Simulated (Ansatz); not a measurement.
Rock-salt HfC

The numbers are results of r²SCAN+SOC (Ansatz, a first-principles code, PAW), not measurements.

Numerical settings: plane-wave cutoff 560 eV, 20×20×20 k mesh, Fermi–Dirac smearing 0.05 eV, PAW data made under PBE.

Cell (relaxed at this level):

HfC has the cubic space group Fm-3m (No. 225), the rock salt structure, Pearson symbol cF8. Cell: a = 4.637 Å, b = 4.637 Å, c = 4.637 Å, α = 90.00°, β = 90.00°, γ = 90.00°. Hf on 4a is coordinated by 6 C at 2.318 Å (octahedral). C on 4b is surrounded by 6 Hf at 2.318 Å (octahedral). (Neighbours: up to the widest gap in distance over summed covalent radii, below 1.35, at either atom; cation-cation and far metal-metal contacts left out.)
(The calculation used a cell of 2 atoms; values per cell refer to that cell.)

| Property | Result |
|---|---|
| bulk modulus B0 | 245 GPa |
| band gap | none |
| pressure derivative B′ of the bulk modulus | 3.9 |

Measured, for comparison: bulk modulus 242 GPa (room temperature, no zero-point or thermal correction, our sources range from 242 to 286; as tabulated in Synthesis of Binary Transition Metal Nitrides, Carbides and Borides from the …). Computed (rounded) less measured: bulk modulus not scored (sources differ).

Static lattice: no zero-point or thermal effects.
